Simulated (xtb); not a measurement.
xtb single point, GFN2-xTB, ALPB implicit acetonitrile, on chloromethane, CH3Cl (SMILES CCl), charge 0, multiplicity 1.

```
xtb m.xyz --gfn 2 --chrg 0 --uhf 0 --norestart --sp --alpb acetonitrile

5

C     -0.718019     0.120129    -0.146538
Cl     1.059159     0.120722    -0.145750
H     -1.057836    -0.868431    -0.439165
H     -1.059159     0.361134     0.856008
H     -1.058209     0.868431    -0.856008
```

It prints:

```

          ...................................................
          :                      SETUP                      :
          :.................................................:
          :  # basis functions                  17          :
          :  # atomic orbitals                  16          :
          :  # shells                            8          :
          :  # electrons                        14          :
          :  max. iterations                   250          :
          :  Hamiltonian                  GFN2-xTB          :
          :  restarted?                      false          :
          :  GBSA solvation                   true          :
          :  PC potential                    false          :
          :  electronic temp.          300.0000000     K    :
          :  accuracy                    1.0000000          :
          :  -> integral cutoff          0.2500000E+02      :
          :  -> integral neglect         0.1000000E-07      :
          :  -> SCF convergence          0.1000000E-05 Eh   :
          :  -> wf. convergence          0.1000000E-03 e    :
          :  Broyden damping             0.4000000          :
          :  net charge                          0          :
          :  unpaired electrons                  0          :
          ...................................................

 iter      E             dE          RMSdq      gap      omega  full diag
   1     -8.2511101 -0.825111E+01  0.517E+00    7.67       0.0  T
   2     -8.2698081 -0.186980E-01  0.296E+00    7.16       1.0  T
   3     -8.2700379 -0.229833E-03  0.119E+00    7.21       1.0  T
   4     -8.2701214 -0.834906E-04  0.995E-02    7.18       1.0  T
   5     -8.2701229 -0.149014E-05  0.260E-02    7.17       1.7  T
   6     -8.2701238 -0.964851E-06  0.197E-02    7.17       2.3  T
   7     -8.2701250 -0.116198E-05  0.673E-03    7.16       6.6  T
   8     -8.2701251 -0.849774E-07  0.247E-03    7.16      18.1  T
   9     -8.2701251 -0.136985E-07  0.110E-04    7.16     405.7  T
  10     -8.2701251 -0.595968E-11  0.133E-05    7.16    3370.3  T

   *** convergence criteria satisfied after 10 iterations ***

         #    Occupation            Energy/Eh            Energy/eV
      -------------------------------------------------------------
         1        2.0000           -1.0550093             -28.7083
         2        2.0000           -0.6124703             -16.6662
         3        2.0000           -0.5116032             -13.9214
         4        2.0000           -0.5115178             -13.9191
         5        2.0000           -0.5013775             -13.6432
         6        2.0000           -0.4152474             -11.2995
         7        2.0000           -0.4152344             -11.2991 (HOMO)
         8                         -0.1520733              -4.1381 (LUMO)
         9                          0.0197369               0.5371
        10                          0.0197701               0.5380
        11                          0.0255111               0.6942
        12                          0.0255115               0.6942
       ...                                ...                  ...
        16                          0.2134066               5.8071
      -------------------------------------------------------------
                  HL-Gap            0.2631611 Eh            7.1610 eV
             Fermi-level           -0.2836538 Eh           -7.7186 eV


         :::::::::::::::::::::::::::::::::::::::::::::::::::::
         ::                     SUMMARY                     ::
         :::::::::::::::::::::::::::::::::::::::::::::::::::::
         :: total energy              -8.213907230107 Eh    ::
         :: total w/o Gsasa/hb        -8.212092583743 Eh    ::
         :: gradient norm              0.005014376551 Eh/a0 ::
         :: HOMO-LUMO gap              7.160978121634 eV    ::
         ::.................................................::
         :: SCC energy                -8.270125061419 Eh    ::
         :: -> isotropic ES            0.007771292555 Eh    ::
         :: -> anisotropic ES         -0.000200319884 Eh    ::
         :: -> anisotropic XC          0.004283704223 Eh    ::
         :: -> dispersion             -0.001273966679 Eh    ::
         :: -> Gsolv                  -0.003954650392 Eh    ::
         ::    -> Gelec               -0.002140004029 Eh    ::
         ::    -> Gsasa               -0.006484225290 Eh    ::
         ::    -> Ghb                 -0.000529075825 Eh    ::
         ::    -> Gshift               0.005198654751 Eh    ::
         :: repulsion energy           0.056217831312 Eh    ::
         :: add. restraining           0.000000000000 Eh    ::
         :: total charge              -0.000000000000 e     ::
         :::::::::::::::::::::::::::::::::::::::::::::::::::::

           -------------------------------------------------
          |                Property Printout                |
           -------------------------------------------------

    * Orbital Energies and Occupations

         #    Occupation            Energy/Eh            Energy/eV
      -------------------------------------------------------------
         1        2.0000           -1.0550093             -28.7083
         2        2.0000           -0.6124703             -16.6662
         3        2.0000           -0.5116032             -13.9214
         4        2.0000           -0.5115178             -13.9191
         5        2.0000           -0.5013775             -13.6432
         6        2.0000           -0.4152474             -11.2995
         7        2.0000           -0.4152344             -11.2991 (HOMO)
         8                         -0.1520733              -4.1381 (LUMO)
         9                          0.0197369               0.5371
        10                          0.0197701               0.5380
        11                          0.0255111               0.6942
        12                          0.0255115               0.6942
        13                          0.1193350               3.2473
        14                          0.1605768               4.3695
        15                          0.2124682               5.7816
        16                          0.2134066               5.8071
      -------------------------------------------------------------
                  HL-Gap            0.2631611 Eh            7.1610 eV
             Fermi-level           -0.2836538 Eh           -7.7186 eV

     #   Z          covCN         q      C6AA      α(0)
     1   6 C        3.663    -0.030    21.394     6.635
     2  17 Cl       0.888    -0.235   106.555    15.792
     3   1 H        0.925     0.088     1.894     2.152
     4   1 H        0.925     0.088     1.895     2.153
     5   1 H        0.925     0.088     1.895     2.153

 Mol. C6AA /au·bohr⁶  :        363.415728
 Mol. C8AA /au·bohr⁸  :      11202.721723
 Mol. α(0) /au        :         28.884702

Wiberg/Mayer (AO) data.
largest (>0.10) Wiberg bond orders for each atom

 ---------------------------------------------------------------------------
     #   Z sym  total        # sym  WBO       # sym  WBO       # sym  WBO
 ---------------------------------------------------------------------------
     1   6 C    3.914 --     5 H    0.986     4 H    0.986     3 H    0.986
                             2 Cl   0.957
     2  17 Cl   0.975 --     1 C    0.957
     3   1 H    0.992 --     1 C    0.986
     4   1 H    0.992 --     1 C    0.986
     5   1 H    0.992 --     1 C    0.986
 ---------------------------------------------------------------------------


molecular dipole:
                 x           y           z       tot (Debye)
 q only:       -0.959      -0.000      -0.000
   full:       -0.857      -0.000      -0.000       2.179
molecular quadrupole (traceless):
                xx          xy          yy          xz          yz          zz
 q only:       -0.439      -0.327       0.220       0.397      -0.000       0.219
  q+dip:       -1.488      -0.294       0.745       0.353       0.000       0.742
   full:       -0.386      -0.293       0.194       0.354       0.000       0.192

           -------------------------------------------------
          | TOTAL ENERGY               -8.213907230107 Eh   |
          | GRADIENT NORM               0.005014376551 Eh/α |
          | HOMO-LUMO GAP               7.160978121634 eV   |
           -------------------------------------------------
```

The total energy is -223.51 eV, -0.10 eV from the same level's vacuum run.
